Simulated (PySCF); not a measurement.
A mixed set of molecules.

All values: B3LYP/def2-SVPD (PySCF) at PBE0-D3(BJ)/def2-SVP geometries, gas phase, one conformer each. Core orbitals are frozen in the response; Δα² is half the sum of the squared differences of the principal polarisabilities. Atoms past krypton carry effective core potentials.

(1) Rank by HOMO energy, highest first.
A. `O` (H2O)
B. `[F][Al]([F])([F])<-[SH2]` (AlF3H2S)
C. `C=[CH][Sn]([CH3])([CH3])[CH3]` (C5H12Sn)
D. `N#C[C@@](F)(CF)CCl` (C4H4ClF2N)

(2) Rank by polarisability anisotropy Δα, lowest first.
A. Al(H2S)F3, `[F][Al]([F])([F])<-[SH2]`
B. Sn(vinyl)Me3, `C=[CH][Sn]([CH3])([CH3])[CH3]`
C. `[N:1]#[C:2][C@@:3]([F:4])([CH2:5][F:6])[CH2:7][Cl:8]` with C2–C3–C5–F6 174°, C2–C3–C7–Cl8 -60°
D. `O` (H2O)

(3) Rank by HOMO–LUMO gap, lowest first.
A. `N#C[C@@](F)(CF)CCl` (C4H4ClF2N)
B. `[F][Al]([F])([F])<-[SH2]` (AlF3H2S)
C. `C=[CH][Sn]([CH3])([CH3])[CH3]` (C5H12Sn)
D. `O` (H2O)

## Answers

(1) C (-7.17 eV), A (-8.87 eV), D (-9.05 eV), B (-9.84 eV).

(2) D (0.12 Å³), A (1.19 Å³), C (1.82 Å³), B (2.73 Å³).

(3) C (6.72 eV), A (7.97 eV), B (8.50 eV), D (8.78 eV).

All values together:

| SMILES | formula | μ (D) | HOMO (eV) | LUMO (eV) | α (Å³) | Δα (Å³) | electrons | α per electron (Å³) | ΔSCF removal energy (eV) |
| --- | --- | --- | --- | --- | --- | --- | --- | --- | --- |
| O | H2O | 1.91 | -8.87 | -0.09 | 1.43 | 0.12 | 10 | 0.143 | 12.87 |
| [F][Al]([F])([F])<-[SH2] | AlF3H2S | 4.77 | -9.84 | -1.34 | 6.42 | 1.19 | 58 | 0.111 | – |
| C=[CH][Sn]([CH3])([CH3])[CH3] | C5H12Sn | 0.21 | -7.17 | -0.46 | 15.50 | 2.73 | 92 | 0.168 | – |
| N#C[C@@](F)(CF)CCl | C4H4ClF2N | 1.83 | -9.05 | -1.08 | 9.84 | 1.82 | 70 | 0.141 | – |

Conformers: `C=[CH][Sn]([CH3])([CH3])[CH3]`; `[N:1]#[C:2][C@@:3]([F:4])([CH2:5][F:6])[CH2:7][Cl:8]` with C2–C3–C5–F6 174°, C2–C3–C7–Cl8 -60°.

A dash marks a removal energy that wasn't run or isn't settled.
